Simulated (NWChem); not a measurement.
**C2H2N2 (SMILES [H]/N=C/C#N): levels of theory compared**

Aim: a comparison of 6 runs (HF/STO-3G, HF/3-21G, HF/def2-SVP, PBE0/def2-SVP, r2SCAN/def2-TZVP, CCSD/3-21G) of C2H2N2. 

Program for the calculation: NWChem 7.3.0.

## Step 1: The molecule

C2H2N2 has 6 atoms, charge 0, and is taken as a singlet. As SMILES, `[H]/N=C/C#N`. The shape is that of a GFN2-xTB optimisation.

Bond lengths: N1–C2 1.145 Å, C2–C3 1.425 Å, C3–N4 1.256 Å, C3–H5 1.101 Å, N4–H6 1.017 Å. Angles: N1–C2–C3 177.4°, C2–C3–N4 120.5°, C2–C3–H5 112.8°, N4–C3–H5 126.8°, C3–N4–H6 115.9°.

## Step 2: Energy and forces at HF/STO-3G (run 1)

Contents of run.py:

```python
from ase import Atoms
from ase.calculators.nwchem import NWChem

atoms = Atoms(['N', 'C', 'C', 'N', 'H', 'H'], positions=[
    [0.688470, -1.947810, 1.152190],
    [0.404610, -0.983360, 0.605210],
    [0.113160, 0.238110, -0.068720],
    [-1.021350, 0.433600, -0.569790],
    [0.968350, 0.930790, -0.083620],
    [-1.153240, 1.328670, -1.035260],
])

calc = NWChem(
    label='calc',
    theory='scf',
    memory='2200 mb',
    basis='STO-3G',
    basispar='spherical bse',
    scf={'nopen': '0', 'rhf': None, 'thresh': '1e-08', 'maxiter': '80'},
)
atoms.calc = calc

forces = atoms.get_forces()
e = atoms.get_potential_energy()
print(f"E = {e:.6f} eV")
print("forces (eV/A):")
for s, f in zip(atoms.symbols, forces):
    print(f"{s:2s} {f[0]:10.5f} {f[1]:10.5f} {f[2]:10.5f}")
print("dipole (e A):", atoms.get_dipole_moment().round(4))
```

On the command line:

```sh
export ASE_NWCHEM_COMMAND="nwchem PREFIX.nwi > PREFIX.nwo"
python run.py
```

What it wrote:

```text
E = -4989.652973 eV
forces (eV/A):
N     0.44326   -1.73298    0.96900
C    -0.00273   -0.26559    0.11441
C     1.55284    2.08624   -0.40922
N    -2.05683   -1.58791    0.00046
H    -0.34849    0.00607   -0.12614
H     0.41189    1.49417   -0.54852
dipole (e A): [ 0.1112  0.7267 -0.2974]
```

The calculator wrote calc.nwi:

```
title "calc"

permanent_dir calc

scratch_dir calc

start calc

geometry units angstrom nocenter noautosym noautoz
  N  6.8847000000000003e-01 -1.9478100000000000e+00 1.1521900000000000e+00
  C  4.0461000000000003e-01 -9.8336000000000001e-01 6.0521000000000003e-01
  C  1.1316000000000000e-01 2.3810999999999999e-01 -6.8720000000000003e-02
  N  -1.0213500000000000e+00 4.3359999999999999e-01 -5.6979000000000002e-01
  H  9.6835000000000004e-01 9.3079000000000001e-01 -8.3620000000000000e-02
  H  -1.1532400000000000e+00 1.3286700000000000e+00 -1.0352600000000001e+00
end

memory 2200 mb

basis spherical bse noprint
   * library STO-3G
end

scf
  nopen 0
  rhf
  thresh 1e-08
  maxiter 80
end

task scf gradient
```

calc.nwo (excerpt; [...] marks lines left out):

```text
[...]
      One-electron energy =   -428.996367981415
[... 1 line left out ...]
 Nuclear repulsion energy =     90.977766449777
[... 30 lines left out ...]
                       ROHF Final Molecular Orbital Analysis
[... 178 lines left out ...]
                              NWChem Gradients Module
[...]
  wavefunction    =   RHF
                         RHF ENERGY GRADIENTS
    atom               coordinates                        gradient
                 x          y          z           x          y          z
   1 N       1.301020  -3.680827   2.177323   -0.008620   0.033701  -0.018844
   2 C       0.764602  -1.858281   1.143681    0.000053   0.005165  -0.002225
   3 C       0.213841   0.449963  -0.129862   -0.030198  -0.040571   0.007958
   4 N      -1.930072   0.819385  -1.076747    0.039999   0.030880  -0.000009
   5 H       1.829916   1.758938  -0.158019    0.006777  -0.000118   0.002453
   6 H      -2.179308   2.510822  -1.956358   -0.008010  -0.029057   0.010667
[...]
```

Run time: 2.9 s. Hardware: 1 thread of Intel Xeon Platinum 8375C at 2.90GHz (Ice Lake), shared host; peak memory 0.1 GiB.

## Step 3: Energy and forces at HF/3-21G (run 2)

Contents of c2h2n2.nw:

```
START c2h2n2
memory stack 880 mb heap 220 mb global 1100 mb
GEOMETRY units bohr noautosym nocenter noautoz
  N    1.30101975  -3.68082744   2.17732354
  C    0.76460209  -1.85828108   1.14368115
  C    0.21384141   0.44996269  -0.12986198
  N   -1.93007178   0.81938525  -1.07674705
  H    1.82991629   1.75893818  -0.15801890
  H   -2.17930776   2.51082241  -1.95635787
END
BASIS spherical bse
  * library 3-21G
END
SCF
  thresh 1e-08
  maxiter 80
  noprint "final vectors analysis"
END
TASK scf gradient
```

On the command line:

```sh
nwchem c2h2n2.nw > c2h2n2.out
```

What it wrote:

```text
[...]
  functions       =    40
[...]
  wavefunction    = RHF
[...]
         Total SCF energy =   -184.707647356127
      One-electron energy =   -429.274632366204
      Two-electron energy =    153.589225129403
 Nuclear repulsion energy =     90.977759880673
        Time for solution =      1.1s
[...]
                         RHF ENERGY GRADIENTS
    atom               coordinates                        gradient
                 x          y          z           x          y          z
   1 N       1.301020  -3.680827   2.177324    0.005634  -0.013624   0.008063
   2 C       0.764602  -1.858281   1.143681   -0.008024   0.021000  -0.012198
   3 C       0.213841   0.449963  -0.129862   -0.009522  -0.014391   0.003206
   4 N      -1.930072   0.819385  -1.076747    0.000369  -0.003911   0.001912
   5 H       1.829916   1.758938  -0.158019    0.014494   0.007304   0.001773
   6 H      -2.179308   2.510822  -1.956358   -0.002951   0.003622  -0.002757
[...]
```

It took 1.9 s on 1 thread of Intel Xeon Platinum 8375C at 2.90GHz (Ice Lake), shared host; peak memory 0.099 GiB.

Runs 3 to 5 aren't shown in full; the table further down has their settings and results.

## Step 4: The energy at CCSD/3-21G (run 6)

Contents of struct.nw:

```
start struct
memory stack 880 mb heap 220 mb global 1100 mb
charge 0

geometry units angstroms noautosym nocenter noautoz
 N     0.688470   -1.947810    1.152190
 C     0.404610   -0.983360    0.605210
 C     0.113160    0.238110   -0.068720
 N    -1.021350    0.433600   -0.569790
 H     0.968350    0.930790   -0.083620
 H    -1.153240    1.328670   -1.035260
end

basis spherical bse
 * library 3-21G
end

scf
 thresh 1e-08
 maxiter 80
end

ccsd
 freeze core 4
 maxiter 60
end

task ccsd
```

On the command line:

```sh
nwchem struct.nw > struct.out
```

What it wrote:

```text
[...]
  functions       =    40
[...]
  wavefunction    = RHF
[...]
         Total SCF energy =   -184.707647360374
      One-electron energy =   -429.274645237107
      Two-electron energy =    153.589231426956
 Nuclear repulsion energy =     90.977766449777
        Time for solution =      1.0s
[...]
 Total MP2 energy:           -185.105244508200997
[...]
             energy      energy      error      ampl     ampl      Block
                                                time     time      time
[...]
 Total CCSD energy:           -185.117816135682631
[...]
```

Wall time 8.4 s (1 thread of Intel Xeon Platinum 8375C at 2.90GHz (Ice Lake), shared host); peak memory 0.11 GiB.

## Step 5: All runs side by side

| run | level | iteration cap | module | energy (Eh) | dipole moment (D) | HOMO energy (eV) | LUMO energy (eV) | wall time |
| --- | --- | --- | --- | --- | --- | --- | --- | --- |
| 1 | HF/STO-3G | 80 | scf | -183.366366 | 3.81 | -10.52 | 5.63 | 2.9 s |
| 2 | HF/3-21G | 80 | scf | -184.707647 | 4.58 | – | – | 1.9 s |
| 3 | HF/def2-SVP | 80 | scf | -185.611835 | – | – | – | 6.6 s |
| 4 | PBE0/def2-SVP | 100 | dft | -186.502533 | 4.11 | -8.62 | -2.06 | 29 s |
| 5 | r2SCAN/def2-TZVP | 100 | dft | -186.829431 | 4.15 | -7.57 | -3.20 | 71 s |
| 6 | CCSD/3-21G | 80 | ccsd | -185.117816 | – | -12.15 | 2.49 | 8.4 s |

## Step 6: Results

| quantity | value |
| --- | --- |
| run 6: total energy | -185.11782 Eh |
| run 6: HOMO energy (Hartree–Fock orbitals) | -12.15 eV |
| run 6: LUMO energy (Hartree–Fock orbitals) | 2.49 eV |
| run 6: HOMO–LUMO gap (Hartree–Fock orbitals) | 14.64 eV |
| run 6: correlation energy (4 core orbitals frozen) | -410.2 mEh |

In words: Over runs 1, 2, 4, 5 the dipole moment (its size) runs from 3.81 D (HF/STO-3G) to 4.58 D (HF/3-21G). Over runs 1, 4, 5 the HOMO–LUMO gap runs from 4.37 eV (r2SCAN/def2-TZVP) to 16.16 eV (HF/STO-3G). The two ends differ in method and basis. Totals of different functionals can't be ranked against each other. In run 1 the basis is minimal, so the values are rough. All runs together took 2 min, the longest 71 s.
